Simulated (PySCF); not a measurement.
Ligands exchanged one at a time, Si H-Cl. Isolated molecules, 0 K electronic values unless said otherwise. Strings in code marks are SMILES.

Computed with PBE-D3(BJ)/def2-TZVP // r2SCAN-D4/def2-TZVP run with PySCF. Excitations are Tamm–Dancoff values on a coarser integration grid. The basis has no diffuse functions, so Rydberg states are missing or too high.

```csv
species,HOMO (eV),S1 oscillator strength,S1–T1 gap (TDA) (eV),dipole moment (D),HOMO–LUMO gap (eV)
0 of 4 H replaced by Cl,-8.51,–,–,0.00,8.75
1 of 4 H replaced by Cl (`[SiH3]Cl`),-7.65,0.008,0.36,…,6.68
2 of 4 H replaced by Cl (`Cl[SiH2]Cl`),-7.73,…,0.31,1.05,6.81
3 of 4 H replaced by Cl,…,0.000,0.35,0.70,6.85
4 of 4 H replaced by Cl (`Cl[Si](Cl)(Cl)Cl`),…,0.000,–,…,6.47
```

### Question
Complete the blanks.

### Answer

- 1 of 4 H replaced by Cl (`[SiH3]Cl`), dipole moment (D): 1.17
- 2 of 4 H replaced by Cl (`Cl[SiH2]Cl`), S1 oscillator strength: 0.008
- 3 of 4 H replaced by Cl, HOMO (eV): -7.97
- 4 of 4 H replaced by Cl (`Cl[Si](Cl)(Cl)Cl`), HOMO (eV): -8.10
- 4 of 4 H replaced by Cl (`Cl[Si](Cl)(Cl)Cl`), dipole moment (D): 0.00
